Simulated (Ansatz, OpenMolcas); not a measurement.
NH (imidogen): the energy, rung by rung

NH: 2 atoms, total charge 0, spin state triplet. As SMILES, `[NH]`. The bond length is the measured one.

```xyz
2

N     0.0000    0.0000    0.0000
H     0.0000    0.0000    1.0362
```

Each level gives the energy change with the N1–H2 bond stretched from 1.036 to 1.295 Å (eV). The values are calculated.

```json
{"level": "UPBE/3-21G", "kind": "GGA", "program": "OpenMolcas", "value (eV)": "0.36", "CPU time (all runs)": "7.1 s"}
{"level": "U-r2SCAN/3-21G", "kind": "meta-GGA", "program": "Ansatz", "value (eV)": "0.41", "CPU time (all runs)": "2.4 s"}
{"level": "UBHLYP/3-21G", "kind": "global hybrid", "program": "Ansatz", "value (eV)": "0.57", "CPU time (all runs)": "0.85 s"}
{"level": "U-wB97M-V/3-21G", "kind": "range-separated hybrid", "program": "Ansatz", "value (eV)": "0.49", "CPU time (all runs)": "7.5 s"}
{"level": "CASSCF(6,5)/3-21G", "kind": "multireference", "program": "OpenMolcas", "value (eV)": "0.32", "CPU time (all runs)": "4 s"}
{"level": "UCCSD(T)/3-21G", "kind": "coupled cluster or CI", "program": "Ansatz", "value (eV)": "0.38", "CPU time (all runs)": "0.42 s"}
{"level": "UCCSD/3-21G", "kind": "coupled cluster or CI", "program": "Ansatz", "value (eV)": "?", "CPU time (all runs)": "0.37 s"}
{"level": "UCCSDTQ/3-21G", "kind": "coupled cluster or CI", "program": "Ansatz", "value (eV)": "0.38", "CPU time (all runs)": "16 s"}
{"level": "FCI/3-21G", "kind": "exact in the basis", "program": "OpenMolcas", "value (eV)": "0.38", "CPU time (all runs)": "4.2 s"}
```

(1) Estimate what the levels marked ? give.

## Answers

(1) As computed at these levels: UCCSD/3-21G: 0.39 eV. The first shape isn't each level's own minimum. The values span 0.32 to 0.57 eV. All rows use very small basis sets, so even the best lies far from the true value. CPU times are rough (shared hosts, several kinds of processor): they show what a rung costs within a factor of a few.
